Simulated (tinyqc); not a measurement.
CCSD on RHF in the sto-3g basis, for H2O, spin multiplicity 1, step by step. One step of it, computed by the program tinyqc.

Question. CCSD: starting amplitudes. t_ij^ab = <ij||ab> / (e_i + e_j - e_a - e_b), whose energy is MP2.

orbital energies (hartree): [-20.275665, -1.195440, -0.518862, -0.435910, -0.390427, 0.439748, 0.527340]

Two-electron integrals over orbitals (pq|rs), unique and non-zero (hartree):
```
(11|11) 4.747391    (21|11) -0.433054   (21|21) 0.062369    (22|11) 1.027242
(22|21) -0.015902   (22|22) 0.726188    (31|31) 0.010726    (32|31) 0.016779
(32|32) 0.125970    (33|11) 0.755261    (33|21) -0.004866   (33|22) 0.608453
(33|33) 0.583490    (41|11) 0.159641    (41|21) -0.021451   (41|22) 0.011533
(41|33) 0.005326    (41|41) 0.022918    (42|11) -0.151392   (42|21) 0.007750
(42|22) -0.031409   (42|33) 0.003008    (42|41) 0.017924    (42|42) 0.129645
(43|31) -0.002429   (43|32) 0.028459    (43|43) 0.058981    (44|11) 0.908262
(44|21) -0.010586   (44|22) 0.652320    (44|33) 0.556445    (44|41) -0.007808
(44|42) -0.087292   (44|44) 0.674777    (51|51) 0.025943    (52|51) 0.033474
(52|52) 0.152405    (53|53) 0.025986    (54|51) -0.011473   (54|52) -0.043161
(54|54) 0.045914    (55|11) 1.115363    (55|21) -0.012283   (55|22) 0.757860
(55|33) 0.595533    (55|41) 0.004512    (55|42) -0.082466   (55|44) 0.675362
(55|55) 0.880159    (61|11) -0.183027   (61|21) 0.028004    (61|22) -0.002157
(61|33) 0.000769    (61|41) 0.004055    (61|42) 0.020942    (61|44) -0.014579
(61|55) -0.005017   (61|61) 0.024649    (62|11) 0.251174    (62|21) -0.005798
(62|22) 0.126575    (62|33) 0.064376    (62|41) 0.018368    (62|42) 0.036496
(62|44) 0.054556    (62|55) 0.134218    (62|61) 0.011417    (62|62) 0.093297
(63|31) 0.002573    (63|32) -0.033668   (63|43) -0.039717   (63|63) 0.073764
(64|11) 0.286771    (64|21) -0.003985   (64|22) 0.138164    (64|33) 0.051448
(64|41) 0.000541    (64|42) -0.055424   (64|44) 0.132634    (64|55) 0.160670
(64|61) -0.002565   (64|62) 0.057247    (64|64) 0.108437    (65|51) 0.012150
(65|52) 0.048166    (65|54) 0.007731    (65|65) 0.033356    (66|11) 0.781571
(66|21) -0.007637   (66|22) 0.590800    (66|33) 0.543292    (66|41) 0.016677
(66|42) 0.043036    (66|44) 0.543307    (66|55) 0.577166    (66|61) 0.008887
(66|62) 0.091091    (66|64) 0.057470    (66|66) 0.577872    (71|31) 0.014102
(71|32) 0.021152    (71|43) -0.003222   (71|63) 0.002874    (71|71) 0.018565
(72|31) 0.015054    (72|32) 0.057883    (72|43) -0.029589   (72|63) 0.028321
(72|71) 0.019003    (72|72) 0.069465    (73|11) 0.373013    (73|21) -0.006926
(73|22) 0.171310    (73|33) 0.088913    (73|41) -0.000198   (73|42) -0.078764
(73|44) 0.134334    (73|55) 0.206305    (73|61) -0.005431   (73|62) 0.064435
(73|64) 0.109486    (73|66) 0.047443    (73|73) 0.163602    (74|31) -0.007902
(74|32) -0.070992   (74|43) -0.018931   (74|63) 0.056994    (74|71) -0.010450
(74|72) -0.016633   (74|74) 0.072728    (75|53) 0.023879    (75|75) 0.024884
(76|31) 0.007033    (76|32) 0.080354    (76|43) 0.065917    (76|63) -0.064574
(76|71) 0.009100    (76|72) -0.003691   (76|74) -0.061648   (76|76) 0.110103
(77|11) 0.822367    (77|21) -0.008611   (77|22) 0.601520    (77|33) 0.573424
(77|41) 0.003626    (77|42) -0.017745   (77|44) 0.566563    (77|55) 0.600720
(77|61) -0.003065   (77|62) 0.057698    (77|64) 0.052799    (77|66) 0.544529
(77|73) 0.093130    (77|77) 0.585844
```

Give: Starting amplitudes; correlation energy.

Answer.

Starting amplitudes (spin orbitals 1a, 1b, ...; amplitudes related by a flip of all spins are not repeated; the 24 largest):
```
from      to          t
3a 3b  7a 7b     -0.078
4a 4b  6a 6b     -0.062
3a 4b  6b 7a      0.057
3a 3b  6a 6b     -0.038
4a 4b  7a 7b     -0.038
3a 4b  6a 7b     -0.030
2a 2b  6a 6b     -0.029
3a 4a  6a 7a      0.027
2a 3b  6a 7b     -0.024
2a 4b  6a 6b     -0.023
2a 2b  7a 7b     -0.020
5a 5b  6a 6b     -0.020
5a 5b  7a 7b     -0.014
2a 3a  6a 7a     -0.013
2a 3b  6b 7a      0.011
2a 4b  7a 7b      0.006
1a 2b  7a 7b  -8.44e-04
1a 1b  6a 6b  -5.95e-04
1a 2b  6a 6b  -5.11e-04
1a 4b  7a 7b   4.80e-04
1a 1b  7a 7b  -4.46e-04
1a 3a  6a 7a   3.82e-04
1a 3b  6a 7b   2.50e-04
1a 3b  6b 7a   1.32e-04
```

correlation energy = -0.05645 hartree
